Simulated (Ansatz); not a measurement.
Diamond-structure Ge, treated with HSE06 (Ansatz, a quantum-chemistry and plane-wave program, PAW).

Numerical settings: plane-wave cutoff 520 eV, 8×8×8 k mesh, finite displacements, scalar-relativistic PAW data made under PBE.

The cell has the measured lattice parameters. Conventional cell: a = 5.6580 Å, b = 5.6580 Å, c = 5.6580 Å, α = 90.00°, β = 90.00°, γ = 90.00°.

Harmonic phonon frequencies (cm⁻¹; i marks an imaginary mode):

```json
[
 {"q point": "Γ", "frequencies": "(withheld)"},
 {"q point": "X", "frequencies": "82 82 244 244 276 276"},
 {"q point": "L", "frequencies": "(withheld)"}
]
```

Problem. What belongs in the gaps?

Solution. 
- Γ, frequencies: 0 0 0 307 307 307
- L, frequencies: 64 64 225 245 292 292

Measured, for comparison: zone-centre TO phonon frequency 304 cm⁻¹ (low temperature, zero-point motion not removed; as tabulated in Tanner et al. (2021), arXiv:2110.11888). Computed (rounded) less measured: zone-centre TO phonon frequency +1.0 %.

No imaginary mode appears at these points.

Note: the cell isn't this level's own, so it is under some stress, which shifts stiffness and frequencies.
